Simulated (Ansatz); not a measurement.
The input, for Ansatz 0.2.0:

```yaml
crystal:
  periodic: [false, false, false]
  atoms:
    - {symbol: As, position_ang: [0.000000, 0.000000, 2.446367]}
    - {symbol: Be, position_ang: [0.000000, 0.000000, -0.553633]}
    - {symbol: H, position_ang: [0.000000, 0.000000, -1.892733]}
basis:
  gaussian: {orbitals: STO-3G}
magnetization: {spin_polarized: false}
correlation: {method: ccsd, electrons: valence}
scf: {lower_state_search: full}
output: {forces: true}
```

```sh
$ ansatz run in.yaml --threads 1 --pin off --events-out ev --progress --plain --max-ram 2393MiB
```

Log:

```
240 factors; integrals over basis functions are off by at most 1.8e-3 eV
mean field evaluation 1: about -60520.4163 eV, gradient 9.2e0 eV
mean field evaluation 2: about -60520.4099 eV, gradient 9.2e0 eV
mean field evaluation 4: about -60521.1658 eV, gradient 2.6e-1 eV
mean field evaluation 8: about -60521.1653 eV, gradient 4.6e-5 eV
mean field evaluation 16: about -60521.1653 eV, gradient 1.6e-2 eV
mean field evaluation 32: about -60520.8226 eV, gradient 5.5e0 eV
mean field evaluation 64: about -60515.0754 eV, gradient 3.4e-3 eV
mean field -60521.16533222 eV, -2224.1118032398 hartree, gradient 2.9e-6 eV, S^2 0.000000; 4 other end points of the search recorded, 0 dependent functions left out; unrestricted orbitals would lower it
mean field evaluation 96: about -60521.1653 eV, gradient 1.6e-3 eV
mean field evaluation 128: about -60522.8735 eV, gradient 9.3e-4 eV
mean field evaluation 160: about -60519.8410 eV, gradient 4.5e0 eV
mean field evaluation 192: about -60522.8766 eV, gradient 1.8e-3 eV
mean field evaluation 224: about -60520.0849 eV, gradient 1.4e-1 eV
unrestricted determinant -60522.87349854 eV, -2224.1745771943 hartree, S^2 1.4339
9 core orbitals not correlated: weight in the atoms' cores, before any rotation towards them, 1.000 or more for the frozen orbitals, at most 0.000 for the correlated occupied ones
reference -60521.16533222 eV, -2224.1118032398 hartree; 10, 10 occupied and 5, 5 virtual orbitals, 240 factors
second order -1.28381748 eV of doubles, -0.00000000 eV of singles
cycle   1  -1.73030998 eV  change   -4.5e-1 eV  update   9.3e-2
cycle   2  -2.05530479 eV  change   -3.2e-1 eV  update   4.8e-2
cycle   3  -2.08802737 eV  change   -3.3e-2 eV  update   2.5e-2
cycle   4  -2.10297611 eV  change   -1.5e-2 eV  update   2.2e-2
cycle   5  -2.13156942 eV  change   -2.9e-2 eV  update   2.0e-2
cycle   6  -2.18349758 eV  change   -5.2e-2 eV  update   1.9e-2
cycle   7  -2.25576933 eV  change   -7.2e-2 eV  update   1.7e-2
cycle   8  -2.31929409 eV  change   -6.4e-2 eV  update   1.1e-2
cycle   9  -2.35576978 eV  change   -3.6e-2 eV  update   4.8e-3
cycle  10  -2.34811865 eV  change    7.7e-3 eV  update   1.7e-3
cycle  11  -2.35581915 eV  change   -7.7e-3 eV  update   8.5e-4
cycle  12  -2.35369702 eV  change    2.1e-3 eV  update   3.3e-4
cycle  13  -2.35374143 eV  change   -4.4e-5 eV  update   1.4e-4
cycle  14  -2.35452523 eV  change   -7.8e-4 eV  update   8.1e-5
cycle  15  -2.35433420 eV  change    1.9e-4 eV  update   2.3e-5
cycle  16  -2.35437021 eV  change   -3.6e-5 eV  update   1.1e-5
cycle  17  -2.35438253 eV  change   -1.2e-5 eV  update   4.6e-6
cycle  18  -2.35438479 eV  change   -2.3e-6 eV  update   1.9e-6
WARN: these amplitudes may be one of several solutions (largest doubles amplitude 0.85, level shift 0.00 eV)
the calculation of the forces begins
Total energy: -60523.51971701 eV, -2224.1983252849 hartree
Atom 0 at     0.000000     0.000000     2.446367 Å, force     0.000000     0.000000    -2.768093 eV/Å
Atom 1 at     0.000000     0.000000    -0.553633 Å, force    -0.000000    -0.000000     2.531099 eV/Å
Atom 2 at     0.000000     0.000000    -1.892733 Å, force    -0.000000    -0.000000     0.236994 eV/Å
Dipole moment:     0.000000    -0.000000     0.178006 e Å
```

Forces (eV/Å):
```
As   0.000  0.000 -2.768
Be   0.000  0.000  2.531
H    0.000  0.000  0.237
```

Ran on 1 thread of Intel Xeon, shared host: 4.1 s wall, 0.2 GiB peak host memory.
